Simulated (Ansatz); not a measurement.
System: α-phase B. Method: r²SCAN-D4 (PAW; Ansatz, an electronic-structure program).

Numerical settings: plane-wave cutoff 500 eV, 8×8×8 k mesh, gaussian smearing 0.02 eV, scalar-relativistic PAW data made under PBE.

Cell (relaxed at this level):

```xyz
12
Lattice="4.3938 -2.4422 -0.0028 4.3938 2.4422 -0.0028 3.0390 0.0000 4.0043" Properties=species:S:1:pos:R:3 pbc="T T T"
B      4.4684    -0.8689     2.0404
B      4.4684     0.8689     2.0404
B      4.9504     0.0000     0.6147
B      6.8761     0.0000     3.3840
B      7.3581    -0.8689     1.9583
B      7.3581     0.8689     1.9583
B      5.9345    -1.4397     2.8840
B      5.9345     1.4397     2.8840
B      6.7332     0.0000     0.5217
B      5.0933     0.0000     3.4770
B      5.8920    -1.4397     1.1147
B      5.8920     1.4397     1.1147
```

Problem. Estimate the band gap that the calculation returns.

Solution. 
- band gap: 1.61 eV (on the SCF k mesh)

Measured, for comparison: band gap 2.15 ± 0.02 eV (temperature not stated, no zero-point or thermal correction, EELS, this work, our sources range from 2.00 to 2.40; as tabulated in Parakhonskiy et al. (2011), doi:10.1038/srep00096). Computed (rounded) less measured: band gap not scored (sources differ).

Computed values are for the static lattice.
